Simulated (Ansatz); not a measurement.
A made-up structure of CH3OSi (charge +1), singlet:

C1  (0.644, -0.798, 0.484)
Si2  (-0.390, 0.483, -0.293)
O3  (1.445, -1.790, 1.086)
H4  (0.346, 1.698, -0.290)
H5  (-1.580, 0.606, 0.472)
H6  (-0.678, 0.065, -1.619)
(Å)

It is relaxed with PBE-D4/def2-SVP and then PBE0-D4/def2-TZVP (Ansatz 0.2.0). Atoms count as bonded within 1.22 times the sum of their covalent radii (H–H: 0.88 Å). The end point is not checked to be a true minimum.

**Question.** Does its bonding change? (Judge from chemistry; the calculation decides.)

**Answer.** The calculation gives: No: no bond forms or breaks.

Where it ends: The first stage lowers the energy by 3.17 eV in 6 steps. It ends as CH₃OSi ([O][C][SiH3]), total charge +1:
```xyz
6
angstrom
C 0.6715 -0.8318 0.5045
Si -0.4538 0.5621 -0.3410
O 1.3015 -1.6122 0.9779
H 0.4823 1.6943 -0.2302
H -1.5933 0.5173 0.5917
H -0.6214 -0.0657 -1.6632
```

Labels in which every atom is bracketed show which atoms are joined, not bond orders.

For scale, one of the runs: PBE0-D4/def2-TZVP relaxation, 117 basis functions, launched by `ansatz run in.yaml --threads 2 --pin off --events-out ev --progress --plain --max-ram 4352MiB`. Hardware: 2 CPU threads of an Arm Neoverse N1, shared host. Wall time about 11 s.
